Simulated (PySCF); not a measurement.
C3H2F (charge +1).
Cartesian coordinates in Å at the PBE0-D3(BJ)/def2-SVP level; atoms count from 1:
```xyz
6
C3H2F angstrom
F      2.0025   -0.2470   -0.1840
C      0.7656   -0.0971   -0.0717
C     -0.3178    0.7262   -0.0030
C     -0.4763   -0.6391    0.0694
H     -0.7884    1.7147    0.0010
H     -1.1609   -1.4877    0.1703
```

Computed with EOM-EE-CCSD/aug-cc-pVDZ in PySCF, restricted Hartree–Fock reference, frozen core, non-relativistic, gas phase, PBE0-D3(BJ)/def2-SVP geometry.

What does EOM-EE-CCSD give for the lowest vertical excitations?

```json
{"state": "singlet 1", "E (eV)": "7.30", "Eh": "0.2684", "main singles (HF orbitals, share of the singles part)": "HOMO-1→LUMO 92 %"}
{"state": "singlet 2", "E (eV)": "7.88", "Eh": "0.2897", "main singles (HF orbitals, share of the singles part)": "HOMO-1→LUMO+2 81 %, HOMO-1→LUMO+9 9 %"}
{"state": "singlet 3", "E (eV)": "8.31", "Eh": "0.3054", "main singles (HF orbitals, share of the singles part)": "HOMO-2→LUMO 89 %"}
{"state": "singlet 4", "E (eV)": "9.29", "Eh": "0.3415", "main singles (HF orbitals, share of the singles part)": "HOMO→LUMO 87 %"}
{"state": "triplet 1", "E (eV)": "6.76", "Eh": "0.2483", "main singles (HF orbitals, share of the singles part)": "HOMO→LUMO 90 %"}
{"state": "triplet 2", "E (eV)": "6.91", "Eh": "0.2541", "main singles (HF orbitals, share of the singles part)": "HOMO-1→LUMO 91 %"}
```

What is the vertical gap between the lowest excited singlet and the lowest triplet?

7.30 − 6.76 = 0.54 eV (52 kJ/mol).

The first EOM-IP-CCSD ionisation energy is 20.68 eV, 11.39 eV above the highest singlet listed and 13.38 eV above the lowest.

T1 diagnostic 0.014. EOM-CCSD puts states of mainly double-excitation character too high. An iterative search for so few roots can pass over a low state.
